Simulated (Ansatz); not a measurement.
# SiH5 (doublet): from Hartree-Fock to the top rungs at distance Si1–H5 along a hydrogen transfer = 1.845 Å, 6-31G

Aim: climb from Hartree-Fock through coupled cluster and multireference methods for SiH5 (doublet) at one geometry and basis, and see what each rung misses.

The runs use Ansatz 0.2.0, Gaussian basis; 6-31G, core rule «outside noble gas», up to 5 orbitals frozen.

To be run: UHF; CCSD(T) on ROHF; CCSD(T) on UHF; BCCD(T) on ROHF; CISD; CCSDT(Q) on ROHF; CCSDT(Q) on UHF; CCSDTQ on ROHF; CASSCF and MRCISD+Q, 3 electrons in 3 orbitals; CASSCF and NEVPT2, 3 electrons in 3 orbitals; CASSCF and MRCISD+Q, 9 electrons in 9 orbitals; CASSCF and NEVPT2, 9 electrons in 9 orbitals; Full CI.

10 further runs of the same task are left out: 5 that didn't finish, 5 set aside as unsound or not needed.

## 1. The system

The geometry derives from fragments relaxed apart (PBE0/def2-TZVP) and kept rigid, so it is no stationary point. A hydrogen atom is moved between rigid fragments.

6 atoms, charge 0, spin multiplicity 2.

Atoms are counted from 1 here; the program's logs count them from 0.

Bond lengths: Si1–H2 1.485 Å, Si1–H3 1.485 Å, Si1–H4 1.485 Å. Angles: H2–Si1–H3 109.5°, H2–Si1–H4 109.5°, H3–Si1–H4 109.5°.

## 2. UHF

Input file in.yaml:

```yaml
crystal:
  periodic: [false, false, false]
  atoms:
    - {symbol: Si, position_ang: [-0.097990, 0.000000, 0.000000]}
    - {symbol: H, position_ang: [-0.592862, 1.399708, 0.000000]}
    - {symbol: H, position_ang: [-0.592862, -0.699854, 1.212183]}
    - {symbol: H, position_ang: [-0.592862, -0.699854, -1.212183]}
    - {symbol: H, position_ang: [1.747010, 0.000000, 0.000000]}
    - {symbol: H, position_ang: [2.762010, 0.000000, 0.000000]}
basis:
  gaussian: {orbitals: 6-31G}
magnetization: {spin_polarized: true, initial_magnetization: 1}
hamiltonian: {xc: hf}
output: {orbitals: {seedname: orbitals}}
```

Started as:

```console
ansatz run in.yaml --threads 1 --pin off --events-out ev --progress --plain --max-ram 2393MiB
```

After this run come: CCSD(T) on ROHF; CCSD(T) on UHF; BCCD(T) on ROHF; CISD; CCSDT(Q) on ROHF; CCSDT(Q) on UHF; CCSDTQ on ROHF; CASSCF and MRCISD+Q, 3 electrons in 3 orbitals; CASSCF and NEVPT2, 3 electrons in 3 orbitals; CASSCF and MRCISD+Q, 9 electrons in 9 orbitals; CASSCF and NEVPT2, 9 electrons in 9 orbitals; Full CI.

**Question.** What will the summary of the whole plan be? Wanted: FCI below the RHF energy; RMP2 from FCI; UMP2 from FCI; RCCSD from FCI; RCCSD(T) from FCI; UCCSD(T) from FCI; RCCSDT(Q) from FCI; UCCSDT(Q) from FCI; NEVPT2 pair from FCI.

**Answer**, as computed:

| quantity | value |
| --- | --- |
| FCI below the RHF energy | -2.8947 eV |
| RMP2 from FCI | +82.4 kJ/mol |
| UMP2 from FCI | +81.1 kJ/mol |
| RCCSD from FCI | +4.2 kJ/mol |
| RCCSD(T) from FCI | +1.2 kJ/mol |
| UCCSD(T) from FCI | +1.3 kJ/mol |
| RCCSDT(Q) from FCI | 0.0 kJ/mol |
| UCCSDT(Q) from FCI | 0.0 kJ/mol |
| NEVPT2 pair from FCI | +58.7 kJ/mol |
| NEVPT2 valence from FCI | +19.5 kJ/mol |
| MRCISD+Q valence from FCI | +1.2 kJ/mol |
| levels within 1 kcal/mol (43 meV) | RCCSD, UCCSD, RCCSD(T), UCCSD(T), BCCD(T), RCCSDT, UCCSDT, RCCSDT(Q), UCCSDT(Q), RCCSDTQ, MRCISD valence, MRCISD+Q valence |
| T1 diagnostic | 0.023 |
| effectively unpaired electrons | 1.04 |

RCCSD(T) lands +1.2 kJ/mol from the yardstick (0.4 % of the correlation energy). One determinant dominates. Of the multireference levels listed MRCISD+Q valence comes nearest in total energy (+1.2 kJ/mol), which doesn't show that its space is the better one. These misses are within one basis, not against nature; the frozen cores of restricted and unrestricted runs differ, which can shift their rows.
